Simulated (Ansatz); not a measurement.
# Interaction energy ladder

The pair of H₂O (SMILES O, atoms 1–3) and H₂S (SMILES S, atoms 4–6), both closed shells, in one local arrangement (a lower one may exist), relaxed at PBE0-D4/def2-TZVP:

O1  (-0.118, 0.168, -1.383)
H2  (0.630, 0.574, -1.828)
H3  (-0.328, -0.616, -1.895)
S4  (0.349, -0.390, 2.008)
H5  (0.125, -0.142, 0.701)
H6  (-0.659, 0.405, 2.397)
(Å)

Ansatz 0.2.0; basis: def2-TZVPPD, with def2-QZVPPD for the basis limit; cores frozen in the correlated methods. B3LYP uses VWN-RPA correlation. Extrapolation: Hartree–Fock as exp(−7.88 √X), correlation as X^−2.97. Interaction energies count from these two fragments, frozen as in the pair, with the counterpoise correction; negative means bound.

(1) What is the interaction energy by CCSD(T) at an estimated basis limit (MP2 extrapolated from triple and quadruple zeta, plus CCSD(T) − MP2 in triple zeta)? (To be estimated.)

(2) Which atoms make the shortest contact between the fragments?

No T1 diagnostic of these runs exceeds 0.011.

Answers

(1) The calculation gives: -10.6 kJ/mol. Hartree–Fock alone gives -3.6 kJ/mol at the basis limit. It counts from the two fragments frozen as in the pair.

The same quantity by other methods in triple zeta, and each one's difference from that estimate:
```
   method  E_int (kJ/mol)  difference
   PBE-D4           -13.0        -2.4
revPBE-D4           -10.1         0.5
  BLYP-D4           -10.4         0.2
r2SCAN-D4           -11.7        -1.0
   B97M-V           -11.5        -0.9
  PBE0-D4           -12.3        -1.7
 B3LYP-D4           -11.1        -0.4
 HSE06-D4           -12.4        -1.7
  wB97X-V           -10.7        -0.1
  wB97M-V           -10.3         0.3
   B2PLYP            -9.0         1.6
       HF            -3.7         7.0
      MP2           -10.1         0.6
     CCSD            -8.1         2.5
  CCSD(T)            -9.2         1.4
```
Differences are method less estimate.

(2) O1 and H5, 2.12 Å apart.

Basis-set superposition shift (counterpoise-corrected less uncorrected): CCSD(T) 1.7; MP2 1.6; HF 0.1; PBE0-D4 0.2; wB97M-V 0.2 kJ/mol.

For scale, one of the runs: CCSD(T)/def2-TZVPPD, 159 basis functions (an equivalent command: `ansatz run in.yaml --threads 2`). Hardware: 2 CPU threads, shared host. Wall time 8 s; peak host memory 1.2 GiB.
